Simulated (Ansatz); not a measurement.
System: fcc Ca. Method: LDA (Ansatz, a quantum-chemistry and plane-wave program, PAW).

A relaxed, unreconstructed slab of the (100) face has 6 atoms, two equal faces of 14.278 Å² each and an energy of -10634.6674 eV. A bulk cell of 2 atoms with the same orientation and in-plane k mesh has -3545.2105 eV. Energies are extrapolated to zero smearing.

Numerical settings: plane-wave cutoff 500 eV, 14×14×1 k mesh (along the axes of the cell as run), Fermi–Dirac smearing 0.1 eV, scalar-relativistic PAW data made under PBE.

Worked out: γ = (E_slab − N E_bulk per atom)/2A = [-10634.6674 − 6 × (-3545.2105/2)]/(2 × 14.278) = 0.0338 eV/Å². With 16.022 J/m² per eV/Å² this is 0.54 J/m², or 0.48 eV per surface cell and face.
